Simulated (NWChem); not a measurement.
## Lowest excitation of tetrafluoromethane (CF₄)

SMILES: FC(F)(F)F
```xyz
5

F      1.0742     0.0000    -0.7596
C      0.0000     0.0000     0.0000
F     -1.0742     0.0000    -0.7596
F      0.0000    -1.0742     0.7596
F      0.0000     1.0742     0.7596
```
Charge 0, spin multiplicity 1.

Program: NWChem. All single points use one geometry, from PBE0/def2-SVP, a minimum by its harmonic frequencies.

Basis set: def2-SVP.

| method | lowest vertical singlet excitation energy (eV) | relative cost |
|---|---|---|
| TDA-CAM-B3LYP | 15.35 | 7 |
| TD-PBE | 14.03 | under 3 |
| TD-B3LYP | 15.10 | 4 |
| CIS | 17.47 | 1 |

The values span 3.44 eV, from TD-PBE (lowest) to CIS (highest). Relative cost: rough, from shared machines, SCF included, CIS = 1.

B3LYP has NWChem's definition, with VWN1-RPA local correlation. GW and range-separated runs recompute their integrals, the others keep them in memory, which bears on the times.
